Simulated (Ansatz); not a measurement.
## fcc Pb

These are PBEsol (Ansatz, a program for electronic structure, plane waves, PAW) values and carry that method's errors.

Run with plane-wave cutoff 500 eV, 8×16×1 k mesh (along the axes of the cell as run), Fermi–Dirac smearing 0.1 eV, scalar-relativistic PAW data made under PBE.

Cell: relaxed at this level.

```
Item                                 Result
--------------------------------  ---------
surface energy of the (211) face  0.41 J/m²
work function of the (211) face     3.88 eV
```

The slab of 12 atoms is relaxed and unreconstructed.

Spin–orbit coupling is not included; it can shift volumes and moduli of such heavy elements.

Static lattice: no zero-point or thermal effects.

It cost very roughly 60 core-minutes of CPU time.
